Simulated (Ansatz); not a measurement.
Basis-set extrapolation for C4H5, SMILES `[CH2]C#CC` radical (PBE0-D4/def2-TZVP geometry, frozen core, the Gaussian-basis code of Ansatz). Multiplicity 2, UHF reference.

|  | def2-TZVPP | def2-QZVPP |
| --- | --- | --- |
| HF | -154.354628 | -154.361216 |
| MP2 correlation | -0.599489 | -0.639129 |
| CCSD(T) correlation | -0.673808 | -0.708782 |

Energies in hartree. Use E(X) = E(∞) + A·exp(−7.88·√X) for Hartree–Fock and E(X) = E(∞) + B·X^(−2.97) for correlation, with X = 3 and 4.

Q: What is the CCSD(T) energy at the basis-set limit?

A: HF limit: -154.361216 + (-0.006588) × 0.13774 = -154.36212. Correlation limit: -0.708782 + (-0.034974) × 0.74074 = -0.73469. Total: -155.09681 hartree, 179.5 kJ/mol below CCSD(T)/def2-TZVPP.

The UHF reference is spin-contaminated (⟨S²⟩ = 0.94, T1 = 0.028).
